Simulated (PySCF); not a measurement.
Level of theory: PySCF, PBE0, basis Si def2-TZVP, Cl def2-TZVP (no relativity, density fitting).

Each entry is the lowest minimum that a search over a few typed start shapes (and spin states, where more than one is plausible) found, or that minimum re-optimised at the stated level; isomers with ligand–ligand bonds, or fragments after loss of a ligand pair, can lie lower. Open shells are unrestricted.

SiCl₂ is a singlet of C2v symmetry with Si–Cl 2.078 Å (×2); Cl–Si–Cl 101.4°. Its wavenumbers are 199, 516, 522 cm⁻¹.

Problem. What changes when one electron is removed, giving SiCl₂⁺?

Solution. It costs 9.41 eV between the minima (9.43 eV with zero-point energy). SiCl₂⁺ is a doublet of C2v symmetry with Si–Cl 1.963 Å (×2); Cl–Si–Cl 122.4°; wavenumbers 185, 555, 723 cm⁻¹.
